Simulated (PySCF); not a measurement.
## How the functional moves excitation energies

Species: NO+, NO (charge +1).
Atom-mapped SMILES: `[N:1]#[O+:2]`

Cartesian coordinates in Å at the PBE0-D3(BJ)/def2-SVP level; atoms count from 1:
```xyz
2
NO angstrom
N      0.5532   -0.0804    0.0067
O     -0.5035   -0.0073   -0.0289
```

Linear-response calculations in the def2-SVPD basis (PySCF; singlets by full response, triplets Tamm–Dancoff, core orbitals frozen in the response; HF means time-dependent Hartree–Fock). 'Strongest' is the level of largest summed f among the singlets computed (10 roots, of which the last may lack a degenerate partner); it can jump between rows when another state enters that window. S1 is the lowest singlet of each run and needn't be the same state throughout; f(S1) is that of one state. Geometry: PBE0-D3(BJ)/def2-SVP; no solvent, vibrations or thermal averaging.

```csv
functional,kind,S1 (eV),f(S1),strongest (eV),T1 (eV),HOMO (eV),gap (eV),"ionisation energy, ΔSCF (eV)"
LDA,LDA,9.66,0.016,17.43,7.40,-23.21,8.26,29.36
B3LYP,"global hybrid, 20% exact exchange",9.84,0.015,17.30,7.43,-25.05,11.46,29.59
PBE0,"global hybrid, 25% exact exchange",9.90,0.015,17.45,7.40,-25.36,12.19,29.44
BHandHLYP,"global hybrid, 50% exact exchange",9.95,0.000,17.34,7.50,-27.55,15.92,29.67
CAM-B3LYP,range-separated hybrid,9.93,0.016,17.32,7.51,-27.01,15.17,29.68
wB97X-D,range-separated hybrid,9.95,0.015,17.39,7.65,-27.39,16.27,29.51
LC-wPBE,range-separated hybrid,10.03,0.016,17.48,7.55,-28.40,18.04,29.60
HF,Hartree–Fock,8.84,0.000,17.28,7.03,-31.08,23.34,not settled
```

**Question.** What does PBE (GGA) give?

**Answer.** S1 (eV) 9.77, f(S1) 0.015, strongest (eV) 17.35, T1 (eV) 7.33, HOMO (eV) -23.15, gap (eV) 8.47, ionisation energy, ΔSCF (eV) 29.16. S1 runs from 8.84 eV (HF) to 10.03 eV (LC-wPBE), a spread of 1.20 eV, while the orbital gap spreads over 15.1 eV. −ε(HOMO) comes closest to its own ΔSCF ionisation energy with LC-wPBE (-1.20 eV) and misses most with LDA (-6.16 eV). 'Not settled' means that the ion's SCF failed to converge or may have ended in another state than the lowest.
